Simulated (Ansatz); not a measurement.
Input file for Ansatz (a quantum-chemistry and plane-wave program): R-B3LYP/def2-TZVPP on methanethiol (SMILES CS), atoms moved off the minimum.

Ansatz 0.2 input:
```yaml
crystal:
  periodic: [false, false, false]
  atoms:
    - {symbol: C, position_ang: [-1.30622474, -0.40602183, 0.08065848]}
    - {symbol: S, position_ang: [0.64362707, 0.46774003, 0.17179050]}
    - {symbol: H, position_ang: [-1.35436620, -1.03972360, 0.96695796]}
    - {symbol: H, position_ang: [-1.86382320, 0.43768137, -0.09005436]}
    - {symbol: H, position_ang: [-1.28050292, -1.24859361, -0.67151546]}
    - {symbol: H, position_ang: [1.22236236, -0.78637089, 0.29450991]}
basis:
  gaussian:
    orbitals: def2-TZVPP
hamiltonian:
  xc: {name: B3LYP}
scf: {lower_state_search: off}
output: {forces: true}
```

Question: Give the final energy of this run.

Answer: -438.7189 hartree.
